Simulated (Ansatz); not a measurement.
Cost and result for the atomization energy of C4H6F2, SMILES `C/C(=C/F)CF` (12 atoms, 11 bonds).

```xyz
12

C     0.560   -0.283    1.270
C     0.020   -0.156   -0.116
C     0.190   -1.124   -1.002
F    -0.274   -1.052   -2.257
C    -0.725    1.090   -0.456
F     0.065    2.202   -0.193
H    -0.246   -0.228    2.008
H     1.252    0.534    1.487
H     1.088   -1.227    1.410
H     0.703   -2.060   -0.809
H    -1.623    1.184    0.166
H    -1.010    1.118   -1.508
```

The species carries charge 0 and has multiplicity 1. Geometry: relaxed with PBE0-D4/def2-TZVP. It is one conformer, not always the lowest. Program: Ansatz. All runs use 4 threads of an AMD EPYC 7B13 on a shared host. Times are those of one run each, without the atoms' runs, and a repeat can differ threefold. Electronic energies, without spin–orbit coupling; frozen cores. CCSD(T)/CBS adds CCSD(T) − MP2 in def2-TZVPP to the MP2 limit, and its time is that of the two runs behind it. T1 = 0.011. B3LYP takes the VWN-RPA correlation (the form of Gaussian; ORCA's B3LYP/G). HSE06 is the plane-wave form, built on full-range PBE exchange.

CCSD(T)/CBS is a level of theory with its own doubt, some kJ/mol a heavy atom from the limit and from the frozen cores, so smaller differences don't rank the functionals.

```tsv
level	functions	atomization (kcal/mol)	difference from CCSD(T)/CBS	per bond
B3LYP-D4/def2-TZVPP (with forces)	270	1173.1	1.7	0.2
B2PLYP/def2-TZVPP	270	1162.5	-8.9	-0.8
CCSD(T)/def2-SVP	114	1124.7	-46.7	-4.2
r2SCAN-D4/def2-TZVPP (with forces)	270	1178.0	6.6	0.6
CAM-B3LYP-D4/def2-TZVPP	270	1180.2	8.8	0.8
CCSD(T)/CBS(def2)	–	1171.4	0.0	0.0
B97M-V/def2-TZVPP	270	1174.4	3.0	0.3
MP2/def2-QZVPP	522	1185.7	14.3	1.3
BHLYP-D4/def2-TZVPP	270	1132.8	-38.6	-3.5
CCSD(T)/def2-TZVPP	270	1143.9	-27.5	-2.5
PBE0-D4/def2-TZVPP	270	1183.0	11.6	1.1
HSE06-D4/def2-TZVPP	270	1184.0	12.6	1.2
revPBE-D4/def2-TZVPP	270	1176.8	5.4	0.5
```

(1) Order the runs by time, with rough figures. (An estimate is asked.)

Results:

(1) Ansatz gave: revPBE-D4/def2-TZVPP 1.9 s; PBE0-D4/def2-TZVPP 2.6 s; BHLYP-D4/def2-TZVPP 2.7 s; HSE06-D4/def2-TZVPP 2.9 s; CAM-B3LYP-D4/def2-TZVPP 3.1 s; r2SCAN-D4/def2-TZVPP (with forces) 3.8 s; B3LYP-D4/def2-TZVPP (with forces) 4.1 s; B2PLYP/def2-TZVPP 5.5 s; B97M-V/def2-TZVPP 7 s; CCSD(T)/def2-SVP 8 s; MP2/def2-QZVPP 23 s; CCSD(T)/def2-TZVPP 3.7 min; CCSD(T)/CBS(def2) 4.1 min.

Leaving LDA and LC-ωPBE aside and taking each functional with its dispersion term where it has one, the values, not all of them listed here, spread over 77.3 kcal/mol, from BHLYP-D4 to PBE-D4. LDA lies +157.9 kcal/mol from PBE without D4, its usual overbinding. From BLYP to BHLYP (50 % exact exchange), in def2-TZVPP and without D4, the atomization energy moves by −37.0 kcal/mol: exact exchange takes away binding that semilocal exchange gives to molecules. At CCSD(T), def2-SVP lies −46.7 kcal/mol from the extrapolated value and def2-TZVPP −27.5 kcal/mol: correlation converges slowly with the basis, and small sets miss more of it in the bonded molecule than in its fragments.
